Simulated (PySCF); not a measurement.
H2Si, SMILES [SiH2] (connectivity only; charge and spin as stated), charge +1, multiplicity 2. Atoms are numbered in the order given.

```xyz
3

Si     0.0000     0.0000    -0.0935
H      0.0000    -1.2898     0.6547
H      0.0000     1.2898     0.6547
```
Charge +1, spin multiplicity 2.

Geometry: PBE0-D3(BJ)/def2-TZVPD. The isomer is the one that the SMILES or the coordinates give; other isomers of the formula were not compared.

These are ωB97X/def2-TZVPD (PySCF) values and carry that method's errors.

Gas-phase values at a fixed geometry.

```yaml
total_energy: -290.27628 hartree
point_group: C2v
"α spin, highest occupied and lowest empty level": -17.18 and -8.23 eV
"β spin, highest occupied and lowest empty level": -20.09 and -9.16 eV
dipole_moment_about_the_centre_of_nuclear_charge: 0.04 D
mean_static_polarisability: 21.4 bohr³ (3.17 Å³)
polarisability_principal_values: 19.5, 19.8, 24.8 bohr³
"⟨S²⟩": 0.752 (pure state 0.75)
```
